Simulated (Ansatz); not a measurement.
Compare A (`COC(C)(C)C`) with its isomer B (`CC(C)C(C)O`).

Calculated with Ansatz (gas phase, PBE0-D4/def2-TZVP geometries, no zero-point term in ΔE). CCSD(T)/CBS adds triple-zeta CCSD(T) − MP2 to the extrapolated MP2 energy (def2 sets, frozen cores). DFT in def2-TZVPP. Each species was taken in one conformer, which may not be the lowest.

Question: Which is lower in electronic energy at CCSD(T)/CBS, and by how much? (An estimate is asked.)

Answer: The calculation gave: B, by 9.2 kcal/mol.

Question: Give E(B) − E(A) in kcal/mol with CCSD(T)/def2-TZVPP, BLYP-D4, ωB97M-V, B2PLYP, LDA (SPW92), CCSD(T)/def2-SVP, r2SCAN-D4. (Best estimate.)

Answer: Ansatz gave: CCSD(T)/def2-TZVPP -8.7, BLYP-D4 -6.9, ωB97M-V -8.6, B2PLYP -8.4, LDA (SPW92) -8.6, CCSD(T)/def2-SVP -7.8, r2SCAN-D4 -8.1. None reverses the order clearly.

Largest T1 diagnostic: 0.010.

From BLYP to BHLYP (50 % exact exchange), in def2-TZVPP and without D4, E(B) − E(A) moves by −0.7 kcal/mol. At CCSD(T), def2-SVP lies +1.4 kcal/mol from the extrapolated value and def2-TZVPP +0.5 kcal/mol.
